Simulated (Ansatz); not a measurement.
## How far each method lies from RCCSDTQ for Si–CH2, singlet

Geometry: a PBE0/def2-TZVP stationary point for this spin, not checked as a minimum.

```xyz
4

Si    0.0000    0.0000    0.5957
C     0.0000    0.0000   -1.1063
H     0.0000   -0.9093   -1.7078
H     0.0000    0.9093   -1.7078
```

Basis cc-pVDZ; Ansatz 0.2.0. Correlated methods freeze the noble-gas cores, which leaves 10 electrons in 36 orbitals. R marks a restricted (for open shells ROHF) determinant, U an unrestricted one. Active spaces: valence = (10e, 10o) chosen from the atoms' valence shells; pair = (2e, 2o) about the gap.

Full CI isn't at hand for all of this; RCCSDTQ serves as the reference, and is uncertain by the last step of the cluster series or more. The frozen core follows each run's orbitals, which can shift R against U totals by a few meV.

Unrestricted rows (U) aren't spin-pure: their determinants' ⟨S²⟩ exceeds S(S+1) by up to 0.25, so they mix in states of higher spin.

```
UHF ⟨S²⟩                          : 0.250
T1 diagnostic (RCCSD)             : 0.0157
largest doubles amplitude (RCCSD) : 0.141
```

```
   level  E − E(RHF) (eV)
     UHF          -0.0433
    RMP2          -5.8627
   RCCSD          -6.6656
RCCSD(T)          -6.9258
```

(1) Estimate how far RCCSDTQ in cc-pVDZ lies from RCCSD(T). The table doesn't fix it; the size of (T) and the diagnostics are the guide.

(1) RCCSDTQ in cc-pVDZ lies 4.5 kJ/mol below RCCSD(T), which is 18 % of the (T) step (-25.1 kJ/mol). A doubles amplitude is large, RHF is unstable towards spin polarisation, but (T) still catches most of what CCSD lacks. The miss exceeds 1 kcal/mol.

The other levels:

```json
{"level": "CISD", "E − E(RCCSDTQ) (kJ/mol)": "84.4", "share of correlation (%)": "87.45", "wall time": "1 s"}
{"level": "BCCD(T)", "E − E(RCCSDTQ) (kJ/mol)": "4.4", "share of correlation (%)": "99.35", "wall time": "0.83 s"}
{"level": "RCCSDT", "E − E(RCCSDTQ) (kJ/mol)": "2.0", "share of correlation (%)": "99.70", "wall time": "–"}
{"level": "RCCSDT(Q)", "E − E(RCCSDTQ) (kJ/mol)": "-0.1", "share of correlation (%)": "100.02", "wall time": "2.8 s"}
{"level": "CASSCF (pair space)", "E − E(RCCSDTQ) (kJ/mol)": "608.7", "share of correlation (%)": "9.52", "wall time": "–"}
{"level": "NEVPT2 (pair space)", "E − E(RCCSDTQ) (kJ/mol)": "98.5", "share of correlation (%)": "85.36", "wall time": "0.49 s"}
{"level": "MRCISD (pair space)", "E − E(RCCSDTQ) (kJ/mol)": "66.2", "share of correlation (%)": "90.17", "wall time": "–"}
{"level": "MRCISD+Q (pair space)", "E − E(RCCSDTQ) (kJ/mol)": "7.9", "share of correlation (%)": "98.83", "wall time": "0.83 s"}
{"level": "CASSCF (valence space)", "E − E(RCCSDTQ) (kJ/mol)": "367.3", "share of correlation (%)": "45.40", "wall time": "–"}
{"level": "NEVPT2 (valence space)", "E − E(RCCSDTQ) (kJ/mol)": "96.7", "share of correlation (%)": "85.63", "wall time": "10 s (H100)"}
{"level": "MRCISD (valence space)", "E − E(RCCSDTQ) (kJ/mol)": "26.3", "share of correlation (%)": "96.09", "wall time": "–"}
{"level": "MRCISD+Q (valence space)", "E − E(RCCSDTQ) (kJ/mol)": "4.4", "share of correlation (%)": "99.34", "wall time": "8.5 s (H100)"}
```

The correlation energy at RCCSDTQ, counted from RHF, is -6.972 eV. That run took 7.1 s on 2 threads of AMD EPYC 7R13 with a shared H100 80 GB, shared host.

Times hold each run's SCF and search for its determinant on a shared host, so for small cases they say little of a method's own cost; rows without a card ran on 1 thread of AMD EPYC 7R13.

Natural occupations of CASSCF (valence space) about the gap: 1.983 1.977 1.976 1.928 1.928 0.074 0.067 0.025 0.021 0.020; effectively unpaired electrons, Σ n²(2−n)², 0.09.
